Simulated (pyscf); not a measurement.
Thermochemistry of product channels of `[OH][PH2]` + `[GaH3]` on the singlet surface, in kcal/mol, from ωB97M-D3(BJ)/def2-TZVP energies (ideal gas, 1 atm, RRHO with modes under 100 cm⁻¹ raised to 100, one conformer, R ln 2 for chiral ones without a mode under 150 cm⁻¹). Structures and frequencies: ωB97X-D3(BJ)/def2-SVP in PySCF.

| products | ΔE | ΔH(298 K) | ΔG(298 K) | ΔG(1200 K) |
|---|---|---|---|---|
| `[OH][PH][GaH2]` + `[H][H]` | -1.3 | -2.4 | -1.6 | -2.9 |
| `[PH2][O][GaH2]` + `[H][H]` | ___ | -15.0 | -13.8 | -13.1 |

### Question
Complete the blanks.

### Answer

- `[PH2][O][GaH2]` + `[H][H]`, ΔE: -12.9

These are energies of the channels, which say nothing of barriers. HO–PH–GaH₂ lies 23.9 kcal/mol over its isomer HO–GaH–PH₂ (electronic energy, ωB97M-D3(BJ)/def2-TZVP). H₂P–O–GaH₂ lies 12.3 kcal/mol over its isomer HO–GaH–PH₂ (electronic energy, ωB97M-D3(BJ)/def2-TZVP). Elements up to Kr have no core potential and no relativistic terms here.
